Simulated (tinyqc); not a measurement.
Inside a calculation. Method: Pariser-Parr-Pople SCF with singles CI, for the molecule C=NC=C([CH2+])Cl (SMILES; centres numbered as the heavy atoms are written). Computed by tinyqc, a small Python program that keeps every step. Settings: charge = 1, gamma = MN, start = core, damping = 0.3, iteration cap = 58, excitations kept = 4. Command: `OMP_NUM_THREADS=1 python tinyqc.py 22241 22242 out.jsonl` (the two numbers bound the seeds that draw the settings). One thread of a shared host (Intel(R) Xeon(R) Processor @ 2.60GHz), about 0.01 s of CPU time with the checks. Later iterations appear only in the table of the cycle.

## PPP integrals

Centres (angstrom, eV; a flat drawing with bonds scaled to 1.40 angstrom):
```
centre          x          y  core charge z          W   gamma_rr
1C      -2.683000  -0.205000              1  11.160000  11.130000
2N      -1.384000   0.316000              1  14.100000  12.300000
3C      -0.283000  -0.549000              1  11.160000  11.130000
4C       1.017000  -0.028000              1  11.160000  11.130000
5C       2.118000  -0.893000              1  11.160000  11.130000
6Cl      1.215000   1.358000              2  26.000000  13.000000
```

Resonance integrals (eV):
```
i  j       beta
1  2  -2.510000
2  3  -2.510000
3  4  -2.390000
4  5  -2.390000
4  6  -1.590000
```

Mataga-Nishimoto: gamma = 14.399645/(R + a), a = 2 x 14.399645/(gamma_rr + gamma_ss); H_rr = -W_r - sum_(s != r) z_s gamma_rs; H_rs = beta for bonds.

repulsion gamma_rs (eV), order 1C, 2N, 3C, 4C, 5C, 6Cl:
```
[[11.130000, 5.477755, 3.872646, 2.881082, 2.343763, 2.669967],
 [5.477755, 12.300000, 5.476576, 3.940055, 2.918463, 3.656205],
 [3.872646, 5.476576, 11.130000, 5.344518, 3.871615, 3.979439],
 [2.881082, 3.940055, 5.344518, 11.130000, 5.345237, 5.552041],
 [2.343763, 2.918463, 3.871615, 5.345237, 11.130000, 3.979041],
 [2.669967, 3.656205, 3.979439, 5.552041, 3.979041, 13.000000]]
```

core matrix H (eV), order 1C, 2N, 3C, 4C, 5C, 6Cl:
```
[[-31.075178, -2.510000, 0.000000, 0.000000, 0.000000, 0.000000],
 [-2.510000, -39.225260, -2.510000, 0.000000, 0.000000, 0.000000],
 [0.000000, -2.510000, -37.684233, -2.390000, 0.000000, 0.000000],
 [0.000000, 0.000000, -2.390000, -39.774973, -2.390000, -1.590000],
 [0.000000, 0.000000, 0.000000, -2.390000, -33.597159, 0.000000],
 [0.000000, 0.000000, 0.000000, -1.590000, 0.000000, -45.836692]]
```

## Starting guess

pi electrons, sum of z_r less the charge = 6

Orbitals of the core matrix H.

P at the start, order 1C, 2N, 3C, 4C, 5C, 6Cl:
```
[[0.099886, 0.386467, 0.158194, -0.110384, -0.053674, 0.018650],
 [0.386467, 1.512957, 0.697899, -0.271258, -0.159036, 0.039757],
 [0.158194, 0.697899, 0.667995, 0.589261, 0.151986, -0.085762],
 [-0.110384, -0.271258, 0.589261, 1.563281, 0.496375, 0.057724],
 [-0.053674, -0.159036, 0.151986, 0.496375, 0.163635, -0.053211],
 [0.018650, 0.039757, -0.085762, 0.057724, -0.053211, 1.992246]]
```

## Iteration 1: Fock matrix

F_rr = H_rr + P_rr gamma_rr / 2 + sum_(s != r) P_ss gamma_rs; F_rs = H_rs - P_rs gamma_rs / 2; E = tr P (H + F) / 2 + core repulsion sum_(r<s) z_r z_s gamma_rs.

F (eV), order 1C, 2N, 3C, 4C, 5C, 6Cl:
```
[[-9.438104, -3.568487, -0.306314, 0.159012, 0.062899, -0.024897],
 [-3.568487, -11.794061, -4.421050, 0.534386, 0.232071, -0.072679],
 [-0.306314, -4.421050, -8.377657, -3.964658, -0.294216, 0.170643],
 [0.159012, 0.534386, -3.964658, -9.320592, -3.716622, -1.750244],
 [0.062899, 0.232071, -0.294216, -3.716622, -9.167359, 0.105864],
 [-0.024897, -0.072679, 0.170643, -1.750244, 0.105864, -15.099964]]
```

pi energy = -91.906654 eV

## Iteration 1: orbitals and new P

Diagonalise F (the basis is taken as orthonormal) and form P = 2 sum c c over the lowest orbitals; 0.3 of the old P is kept.

orbital energies (eV): [-16.882903, -15.646740, -13.355405, -8.696569, -6.212953, -2.403166]

P after iteration 1, order 1C, 2N, 3C, 4C, 5C, 6Cl:
```
[[0.349561, 0.626896, 0.225772, -0.172358, -0.194233, 0.041676],
 [0.626896, 1.324167, 0.629529, -0.129266, -0.192952, 0.009263],
 [0.225772, 0.629529, 0.645783, 0.559802, 0.303725, -0.084913],
 [-0.172358, -0.129266, 0.559802, 1.185650, 0.703275, 0.135703],
 [-0.194233, -0.192952, 0.303725, 0.703275, 0.517906, -0.114855],
 [0.041676, 0.009263, -0.084913, 0.135703, -0.114855, 1.976934]]
```

## Iteration 2: Fock matrix

As before.

F (eV), order 1C, 2N, 3C, 4C, 5C, 6Cl:
```
[[-9.467371, -4.226990, -0.437168, 0.248289, 0.227618, -0.055637],
 [-4.226990, -12.219055, -4.233833, 0.254658, 0.281562, -0.016934],
 [-0.437168, -4.233833, -9.275879, -3.885937, -0.587953, 0.168953],
 [0.248289, 0.254658, -3.885937, -9.756685, -4.269586, -1.966714],
 [0.227618, 0.281562, -0.587953, -4.269586, -9.327093, 0.228506],
 [-0.055637, -0.016934, 0.168953, -1.966714, 0.228506, -15.998485]]
```

pi energy = -94.408265 eV

## Iteration 2: orbitals and new P

As before.

orbital energies (eV): [-17.818663, -16.574380, -14.234256, -8.544521, -5.788259, -3.084489]

P after iteration 2, order 1C, 2N, 3C, 4C, 5C, 6Cl:
```
[[0.461567, 0.722332, 0.245987, -0.190892, -0.242876, 0.050966],
 [0.722332, 1.250096, 0.590568, -0.077264, -0.193247, -0.002373],
 [0.245987, 0.590568, 0.632337, 0.554458, 0.365077, -0.089321],
 [-0.190892, -0.077264, 0.554458, 1.053193, 0.760942, 0.172197],
 [-0.242876, -0.193247, 0.365077, 0.760942, 0.634617, -0.141020],
 [0.050966, -0.002373, -0.089321, 0.172197, -0.141020, 1.968190]]
```

## Convergence

Stop when output and input P, before any damping, agree to 1e-7.

Course of the cycle:
```
iteration        E (eV)  largest |P(out) - P(in)|
1          -91.90665407                  5.39e-01
2          -94.40826468                  1.89e-01
3          -95.31756061                  6.69e-02
4          -95.61202269                  2.77e-02
5          -95.70406038                  1.16e-02
6          -95.73249711                  5.05e-03
7          -95.74125026                  2.60e-03
8          -95.74394170                  1.44e-03
9          -95.74476920                  7.99e-04
10         -95.74502369                  4.46e-04
11         -95.74510200                  2.50e-04
...                 ...                       ...
15         -95.74513653                  2.51e-05
16         -95.74513675                  1.42e-05
17         -95.74513681                  7.99e-06
18         -95.74513683                  4.52e-06
19         -95.74513684                  2.55e-06
20         -95.74513684                  1.45e-06
21         -95.74513684                  8.18e-07
22         -95.74513684                  4.63e-07
23         -95.74513684                  2.62e-07
24         -95.74513684                  1.49e-07
25         -95.74513684                  8.42e-08
```

Converged in 25 iterations.

## Converged orbitals

Charges are z - P_rr.

orbital energies (eV): [-18.348799, -17.113026, -14.750306, -8.505556, -5.546799, -3.487957]

coefficients, order 1C, 2N, 3C, 4C, 5C, 6Cl:
```
[[0.264074, -0.325119, -0.309537, -0.556155, 0.603798, -0.234243],
 [0.496219, -0.514401, -0.308726, -0.000622, -0.512128, 0.362727],
 [0.462272, -0.218330, 0.224374, 0.610369, 0.147104, -0.542313],
 [0.450039, 0.179612, 0.506579, -0.017068, 0.378301, 0.604301],
 [0.227656, 0.082424, 0.531400, -0.563778, -0.447619, -0.375214],
 [0.464730, 0.736863, -0.468534, 0.002253, -0.089662, -0.116149]]
```

pi charges: [0.457500, -0.212307, 0.376586, 0.017164, 0.317987, 0.043070]

## Singles CI, singlets

Over the 4 single excitations with the smallest orbital gaps: A = (e_a - e_i) delta + 2 (ia|jb) - (ij|ab), with (pq|rs) = sum c_mp c_mq gamma_mn c_nr c_ns. f = 2/3 w |mu|^2 in atomic units, mu = sqrt2 sum c_ia sum_m c_mi c_ma R_m.

singlet CI matrix (eV), order 3>4, 2>4, 3>5, 1>4:
```
[[3.694619, 0.171802, -0.024619, 0.220266],
 [0.171802, 5.156320, -0.056458, -0.153649],
 [-0.024619, -0.056458, 6.363127, 0.279727],
 [0.220266, -0.153649, 0.279727, 6.482960]]
```

singlet excitation energies (eV): [3.654223, 5.163360, 6.148428, 6.731016]

oscillator strengths: [0.745460, 0.432844, 0.076443, 0.046997]

## Singles CI, triplets

Over the 4 single excitations with the smallest orbital gaps: A = (e_a - e_i) delta - (ij|ab), with (pq|rs) = sum c_mp c_mq gamma_mn c_nr c_ns.

triplet CI matrix (eV), order 3>4, 2>4, 3>5, 1>4:
```
[[1.356987, -0.418022, -0.658005, -0.464556],
 [-0.418022, 4.337122, 0.388932, 0.635765],
 [-0.658005, 0.388932, 4.315603, -0.763214],
 [-0.464556, 0.635765, -0.763214, 4.900577]]
```

triplet excitation energies (eV): [1.100829, 3.387385, 4.880079, 5.541997]
